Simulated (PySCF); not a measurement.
```xyz
6
charge 0 multiplicity 1, angstrom
C     0.1148   -0.0093   -0.0213
O     1.2856    0.0716   -0.2256
O    -0.7069    1.0357    0.2037
O    -0.5604   -1.1545    0.0152
H    -0.1618    1.8307    0.1646
H    -1.4899   -0.9717    0.1957
```

Level of theory: PySCF, PBE0, basis C def2-TZVP, O def2-TZVP, H def2-TZVP (no relativity, density fitting).

This geometry of CO(OH)2 is a stationary point at this level.

(1) What is the point group?

(2) Is it a minimum?

(3) Give the atomic charges and bond orders.

(4) Give the ideal-gas entropy at 298.15 K and 1 bar by parts.

(5) What is the atomisation energy, with and without zero-point energy?

Results:

(1) Cs.

(2) Yes: all harmonic wavenumbers are real.

(3) 
```tsv
atom	Mulliken	Löwdin	polar tensor	Mayer order to C1
C1	0.39	-0.71	1.51	–
O2	-0.32	0.10	-0.76	2.10
O3	-0.41	0.07	-0.71	1.17
O4	-0.36	0.12	-0.67	1.23
H5	0.35	0.21	0.32	0.02
H6	0.34	0.20	0.32	0.02
```
Other Mayer orders above 0.3: O–H 0.86 (×2).

(4) translation 160.3, rotation 98.4, vibration 10.6, spin 0.0; total 269.3 J/(mol K).

(5) 2573 kJ/mol without, 2469 kJ/mol with.

This need not be the most stable arrangement of these atoms. At this level a singlet minimum of C2v symmetry lies 8 kJ/mol below this structure.
